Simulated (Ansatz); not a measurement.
C2H4FO, SMILES [CH2]OCF, a geometry optimisation

Run with Ansatz 0.2.0, Python API.

`run_opt.py`
```python
import itertools

import ansatz as az
from ase.data import atomic_numbers, covalent_radii
import numpy as np

geometry_ang = [
    ('C', (-0.1468, 1.2413, -0.1649)),
    ('O', (-0.7973, 0.1457, 0.2653)),
    ('C', (0.0592, -0.9689, 0.2645)),
    ('F', (0.5468, -1.2254, -1.0025)),
    ('H', (0.6721, 1.1837, -0.8304)),
    ('H', (-0.8425, 2.1643, -0.1451)),
    ('H', (-0.4155, -1.8389, 0.6712)),
    ('H', (1.0162, -0.759, 0.8862)),
]
mol = az.Crystal.molecule()
for symbol, xyz in geometry_ang:
    mol = mol.atom(symbol, xyz)

calculation = (
    mol.calculation()
    .basis(gaussian='def2-SVP')
    .functional('pbe0')
    .spin('collinear', total=1)
)
symbols = [site.symbol for site in mol.cartesian_sites]
start = np.array([site.position_ang for site in mol.cartesian_sites], dtype=float)
r = calculation.relax(force_tolerance=0.01).run().report
end = np.array(r['positions_ang'])

for key in ('converged', 'free_energy_ev', 'reference_energy_ev', 'n_frozen', 'n_occupied', 'n_virtual'):
    print(f'{key:22s} {r[key]}')

radius = [covalent_radii[atomic_numbers[s]] for s in symbols]
span = lambda where, i, j: np.linalg.norm(where[i] - where[j])
bonded = [(i, j) for i, j in itertools.combinations(range(len(symbols)), 2) if min(span(start, i, j), span(end, i, j)) < 1.2 * (radius[i] + radius[j])]
print('pair        before    after (A)')
for i, j in bonded:
    print(f'{symbols[i]}{i}-{symbols[j]}{j}'.ljust(10), f'{span(start, i, j):8.4f} {span(end, i, j):8.4f}')
with open('c2h4fo_opt.xyz', 'w') as handle:
    handle.write(f'{len(symbols)}\nrelaxed C2H4FO\n')
    handle.writelines(f'{s:2s} {x:11.6f} {y:11.6f} {z:11.6f}\n' for s, (x, y, z) in zip(symbols, end))
```

`python run_opt.py` gives:
```text
converged              True
free_energy_ev         -6888.3790210434445
reference_energy_ev    -6888.3790210434445
n_frozen               0
n_occupied             [17, 16]
n_virtual              [59, 60]
pair        before    after (A)
C0-O1        1.3448   1.3551
C0-H4        1.0568   1.0938
C0-H5        1.1560   1.0900
O1-C2        1.4057   1.3768
C2-F3        1.3816   1.3630
C2-H6        1.0713   1.1002
C2-H7        1.1604   1.1064
```

File `c2h4fo_opt.xyz` afterwards:
```text
8
relaxed C2H4FO
C    -0.169103    1.292511   -0.142137
O    -0.729958    0.117568    0.233721
C     0.108926   -0.973781    0.262035
F     0.522269   -1.307874   -0.993046
H     0.688451    1.260935   -0.820334
H    -0.869002    2.128105   -0.145931
H    -0.470708   -1.808967    0.682570
H     1.011325   -0.765698    0.867421
```

Reading the output:
- Total energies depend on the basis set; only differences at equal settings carry meaning.
- The end point is the stationary point reached from this start; no frequency run checks that it is a minimum, and the basis set is modest.
- The run takes the species as open-shell (spin multiplicity 2), which needn't be its ground state.
- Finished in 28 s on 1 thread of Arm Neoverse V1, on a shared host, peak memory 0.22 GiB.
